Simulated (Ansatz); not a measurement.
**BeMo: from a trial structure to a relaxed crystal**

The calculation used DFT PBE, scalar-relativistic, plane waves, PAW (Ansatz 0.2.0). Cutoff 420 eV, Γ-centred k mesh, Gaussian smearing, no spin polarisation in the final step.

BeMo was placed on the rock salt structure type (Fm-3m, No. 225), with Be in place of Na, Mo in place of Cl, at a guessed volume.

```yaml
crystal:
  lattice:
    - [0.00000, 2.24587, 2.24587]
    - [2.24587, 0.00000, 2.24587]
    - [2.24587, 2.24587, 0.00000]
  atoms:
    - { symbol: Be, position: [0.00000, 0.00000, 0.00000] }
    - { symbol: Mo, position: [0.50000, 0.50000, 0.50000] }
```

Steps on the 6×6×6 mesh (2 atoms). 4 of 4 steps are shown, and the free energy counts from the last. Trial steps that were taken back and renewals of the plane-wave basis can be among the rows.

```csv
step,ΔF (meV/atom),V (Å³/atom),P (GPa)
1,46.1,11.33,16.97
2,0.6,12.34,-1.22
3,0.2,12.27,-0.14
4,0.0,12.27,-0.14
```

A final relaxation ran on a 20×20×20 mesh. The relaxed crystal, Fm-3m (No. 225):

Space group Fm-3m (No. 225). a = 4.610 Å, b = 4.610 Å, c = 4.610 Å, α = 90.00°, β = 90.00°, γ = 90.00°
```
atom site symmetry x y z
  Be    4a m-3m  0.0000  0.0000  0.0000
  Mo    4b m-3m  0.5000  0.0000  0.0000
```

```
Volume per atom          : 12.25 Å³
Density                  : 7.12 g/cm³
Energy over the elements : 0.29 eV/atom
Gap on the 20×20×20 mesh : 0 eV (a metal)
```

Energies over the elements count from the elements' standard structures at the same level, with no empirical corrections.

The final run used a 20×20×20 mesh on its 2-atom cell and 0.10 eV smearing. The k mesh leaves about 4 meV/atom of noise in metals.

A structure relaxed within its symmetry needn't be a true minimum.

Cost: 3 runs of about 0.56 core-minutes in all, on Arm Neoverse N1 (shared hosts).